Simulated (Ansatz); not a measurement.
Basis-set extrapolation for C$_{3}$H$_{6}$O (`C=C(C)O`) (PBE0-D4/def2-TZVP geometry, frozen core, Ansatz). Multiplicity 1, RHF reference.

```csv
,def2-TZVPP,def2-QZVPP
HF,-192.019935,-192.028928
MP2 correlation,-0.741485,-0.792995
CCSD(T) correlation,-0.803376,not run
```

Energies in hartree. Use E(X) = E(∞) + A·exp(−7.88·√X) for Hartree–Fock and E(X) = E(∞) + B·X^(−2.97) for correlation, with X = 3 and 4, and add CCSD(T) minus MP2 of the smaller set to the MP2 limit.

Question: What is the CCSD(T) energy at the basis-set limit?

Answer: HF limit: -192.028928 + (-0.008993) × 0.13774 = -192.03017. MP2 limit: -0.792995 + (-0.051510) × 0.74074 = -0.83115. Higher-order term: -0.803376 − (-0.741485) = -0.06189. Total: -192.92321 hartree, 262.3 kJ/mol below CCSD(T)/def2-TZVPP.
